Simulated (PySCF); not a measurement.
C₂H₂, SMILES C#C. Coordinates come from a ωB97X-D3(BJ)/def2-TZVPD optimisation.

TDDFT-B3LYP/def2-TZVPD (PySCF) puts the lowest singlet excitations at 6.75, 6.92, 6.92, 7.73, 7.73, 8.01 eV.

Q: What are the lowest excitation roots from ADC(2)/aug-cc-pVDZ (PySCF 2.14.0)? (Estimate from the structure and the level; the computed values follow.)

A: 7.40, 7.70, 8.24, 8.24, 8.62, 8.62 eV. S1 differs by 0.65 eV (second minus first; roots are paired by order, and the bases may differ).
